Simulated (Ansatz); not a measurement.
# C2HO− (SMILES C#C[O-]): molecular dynamics

The task is to watch the atoms for 80 steps of 0.75 fs, started with velocities for 1000 K and run at constant energy.

Computed with Ansatz 0.2.0, Gaussian basis. Level: PBE0-D4/def2-SVPD.

1 further run of the same task is left out (it didn't finish).

## (1) The system as given

4 atoms, charge -1, spin multiplicity 1.

Atoms are counted from 1 here; the program's logs count them from 0.

Bond lengths: C1–C2 1.223 Å, C1–H4 1.060 Å, C2–O3 1.237 Å. Angles: C2–C1–H4 151.1°, C1–C2–O3 167.8°.

Coordinates:

```xyz
4
C2HO
C    -0.5414    0.3792   -0.1804
C     0.3590   -0.3467    0.2186
O     1.0909   -1.1597    0.7971
H    -0.9086    1.1273   -0.8353
```

## (2) Dynamics

Contents of md/in.yaml:

```yaml
crystal:
  periodic: [false, false, false]
  atoms:
    - {symbol: C, position_ang: [-0.541360, 0.379200, -0.180350]}
    - {symbol: C, position_ang: [0.359030, -0.346730, 0.218580]}
    - {symbol: O, position_ang: [1.090910, -1.159740, 0.797050]}
    - {symbol: H, position_ang: [-0.908580, 1.127280, -0.835280]}
basis:
  gaussian: {orbitals: def2-SVPD}
total_charge: -1
hamiltonian: {xc: pbe0, dispersion: d4}
md: {n_steps: 80, timestep: 0.75, temperature: 1000, ensemble: nve, seed: 314, initial_velocities: maxwell_boltzmann}
```

Run with:

```
$ ansatz run in.yaml --threads 2 --pin off --events-out ev --progress --plain --max-ram 3481MiB
```

**Question.** What will these runs give? Wanted: temperature at the start; mean temperature, second half; lowest and highest potential energy, from the first frame; largest change of potential + kinetic.

**Answer**, as computed:

| quantity | value |
| --- | --- |
| length | 80 steps, 60.0 fs |
| temperature at the start | 1000 K |
| mean temperature, second half | 724 K |
| lowest and highest potential energy, from the first frame | -55 and 192 meV |
| largest change of potential + kinetic | 6.1 meV |

What this shows: With no thermostat the total energy should stay fixed; it holds within 6.1 meV, or 3 % of the mean kinetic energy of 190 meV, more than a sound time step leaves. The temperature runs between 273 and 1217 K. No bond breaks or forms, judged by distance.
